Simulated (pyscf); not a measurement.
## Routes from `[OH][Zn][Cl]` + `[SH2]`

Candidate steps break at most two bonds and form at most two. Each was searched with GFN2-xTB (tblite) first. PySCF, gas phase, ωB97X-D3(BJ)/def2-SVP geometries. Energies: ωB97M-D3(BJ)/def2-TZVP, kcal/mol, from the separated reactants, singlet surface; ΔG‡ with ideal gas, 1 atm, RRHO with modes under 100 cm⁻¹ raised to 100, one conformer, R ln 2 for chiral ones without a mode under 150 cm⁻¹.

```csv
products,type,ΔE‡,ΔE,ΔG‡ 298 K,ΔG‡ 900 K,ν‡ (cm⁻¹)
H₂O + HS–Zn–Cl,four-centre exchange,-4.1,-14.2,5.6,25.5,635i
HS–O–Zn–Cl + H₂,four-centre exchange,87.0,+36.2,96.0,118.1,957i
```

Row 1: On the reactant side the descent ends in an adduct with a S–Zn contact, 12.9 kcal/mol under the separated species and 5.8 kcal/mol under the saddle at ωB97X-D3(BJ)/def2-TZVP. On the product side the descent ends in an adduct with a O–Zn contact (not fully relaxed), 15.7 kcal/mol under the separated species and 24.3 kcal/mol under the saddle at ωB97X-D3(BJ)/def2-TZVP. Row 2: On the reactant side the descent ends in an adduct with a S–Zn contact (not fully relaxed), 10.4 kcal/mol under the separated species and 97.0 kcal/mol under the saddle at ωB97X-D3(BJ)/def2-TZVP. 

Plain bond fissions and candidates not yet searched are not listed, and one of them may be faster. Each barrier is that of the saddle found; lower ones may exist. Elements up to Kr have no core potential and no relativistic terms here.
